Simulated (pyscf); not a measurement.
Optimised with ωB97X-D3(BJ)/def2-SVP in PySCF.

Q: Estimate the classical barrier height and the reaction energy of SiH₄ + H₃Si–TeH -> H₃Si–Te–SiH₃ + H₂ at HF/def2-TZVP. The step runs on the singlet surface, breaks H–Si, H–Te and forms Si–Te, H–H; take the separated reactants as zero.

A: ΔE‡ = 2.94 eV, ΔE = -0.13 eV. ωB97M-D3(BJ)/def2-TZVP gives 2.04 eV and -0.37 eV. Zero-point energy shifts the barrier by +0.03 eV. It is a four-centre exchange, with an imaginary mode of 1176i cm⁻¹. This is the saddle that the search found; another between the same sides may lie lower. Elements past Kr carry the def2 core potentials, without spin-orbit coupling.
